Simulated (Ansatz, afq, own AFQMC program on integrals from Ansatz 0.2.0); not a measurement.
PdGe, singlet in def2-SVP, levels against CCSDT(Q)

```xyz
2

Pd    0.0000    0.0000    0.0000
Ge    0.0000    0.0000    1.9980
```

Basis def2-SVP with its core potentials. Noble-gas cores (and the filled d shells of Ga–Kr and In–Xe) are frozen. AFQMC by an in-house program on the Cholesky factors that Ansatz 0.2.0 writes for its CCSD(T) run. The CISD trial takes its coefficients from CCSD amplitudes. Released means that phaseless walkers are propagated on without the constraint, phases kept. Error bars are statistical, one sigma. No spin–orbit coupling. The metal's outer-core s and p shells are frozen, which shifts wave-function levels against functionals.

Determinant: RHF, the one that the program's search chose, which needn't be the lowest solution. The geometry is a point of a scan.

No full CI on the walks' own integrals is used here; CCSDT(Q) serves as the reference and is uncertain by about the last step of the cluster series.

Cautions: no spin-orbit coupling; no relativity below Rb; outer-core shells of the metal frozen; inner d shell frozen; higher spins were not checked; restricted determinant unstable towards unrestricted (UHF 390 meV lower, ⟨S²⟩ 0.91); strong correlation (T1 0.049, weight of the determinant 0.80, largest double 0.07); (T) is large, 7 % of the CCSD correlation; the ph-AFQMC/CISD walk drifts between its halves (2.0 errors); CCSDT(Q) on the UHF determinant differs (25 meV lower), perhaps since the unrestricted series falls towards higher spin.

The T1 diagnostic is 0.0485. The weight of the determinant in the CISD state is 0.799 and the size of the correlated space is 14 electrons in 45 orbitals.

Reference: CCSDT(Q), correlation energy -10.049 eV. The released energy is read at 1.80 1/Eh, later times being too noisy (meV from the phaseless value at times in 1/Eh: -16 ± 6 at 0.24, -22 ± 5 at 0.60, -45 ± 7 at 1.20, -38 ± 9 at 1.80, -49 ± 13 at 2.60).

| level | E − E(reference) (meV) | share of correlation (%) |
| --- | --- | --- |
| HF | 10049.1 | 0.00 |
| MP2 | 220.4 | 97.81 |
| CCSD | 630.1 | 93.73 |
| CCSD(T) | -20.9 | 100.21 |
| CCSDT | 15.5 | 99.85 |
| ph-AFQMC/CISD | 31.8 ± 5.8 | 99.68 |
| released AFQMC | -5.9 ± 8.6 | 100.06 |

A walk keeps the symmetry of its determinant, which the program's search chose and which needn't be the lowest solution, so a lower state of the same spin and another symmetry isn't excluded. Released energies are given only where the last usable release times agree within the noise; a slower fall can still hide under it.
